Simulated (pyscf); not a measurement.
This saddle point was located with ωB97X-D3(BJ)/def2-SVP in PySCF.

```xyz
10

C      0.2674     0.2982    -0.8649
Sn    -1.6061    -0.3097     0.3265
Cl    -1.5283    -2.3773    -0.7747
Cl    -3.6623     0.4408    -0.4047
Cl    -1.3182    -1.0144     2.5049
H      0.9329     1.1801    -0.9574
H      0.9024    -0.5384    -0.5412
H     -0.1504     0.1166    -1.8650
Cl    -1.0272     2.1340     1.0784
H     -0.2159     1.2556    -0.0052
```
Charge 0, spin multiplicity 1.

Surface: singlet, charge 0. Lowest wavenumbers (cm⁻¹): 1341i, 50, 75, 127, 134.

Question: Name the species on either side of this saddle.

Answer: H₃C–Sn(Cl)(Cl)–Cl (SMILES [CH3][Sn]([Cl])([Cl])[Cl]) + HCl (SMILES Cl) <-> CH₄ (SMILES C) + Cl–Sn(Cl)(Cl)–Cl (SMILES [Cl][Sn]([Cl])([Cl])[Cl]), a four-centre exchange read from left to right: C–Sn, Cl–H broken and C–H, Cl–Sn formed. At ωB97M-D3(BJ)/def2-TZVP it lies +154.5 kJ/mol from the left side and +232.1 kJ/mol from the right (each side as separated species at their lowest minima found). On the reactant side the descent ends in a complex (not fully relaxed), 18.9 kJ/mol under the separated species and 161.4 kJ/mol under the saddle at ωB97X-D3(BJ)/def2-TZVP. At ωB97X-D3(BJ)/def2-TZVP the barrier from the zero used here is 142.4 kJ/mol. One saddle was located; it need not be the lowest between these sides. Elements past Kr carry the def2 core potentials, without spin-orbit coupling.
